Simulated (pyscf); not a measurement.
Thermochemistry of product channels of O=Sn: [singlet] + hydrogen chloride (HCl) on the singlet surface, in kcal/mol, from CCSD(T)/def2-TZVPP + ΔMP2(QZVPP) energies (ideal gas, 1 atm, RRHO with modes under 100 cm⁻¹ raised to 100, one conformer, R ln 2 for rigid chiral ones). Optimised with ωB97X-D3(BJ)/def2-SVP in PySCF. Correlated levels are frozen-core, on RHF or UHF. ΔMP2 is the change of the MP2 total energy from the triple- to the quadruple-zeta basis.

| products | ΔE | ΔH(298 K) | ΔG(600 K) | ΔG(1200 K) |
|---|---|---|---|---|
| O=SnH–Cl | +8.1 | +7.9 | +24.6 | +40.5 |
| HO–Sn:–Cl [singlet] | -57.3 | -54.9 | -38.5 | -22.7 |

These are energies of the channels, which say nothing of barriers. The CCSD(T) − MP2 part came from Ansatz, without density fitting, on the same reference. The largest closed-shell T1 diagnostic is 0.033, which may signal static correlation. The frozen core leaves the outer d or s,p core shells of the metals and heavy elements correlated in the MP2 and CC values, and def2-TZVPP describes them poorly, which can shift differences by a few kcal/mol. Elements past Kr carry the def2 core potentials, without spin-orbit coupling.
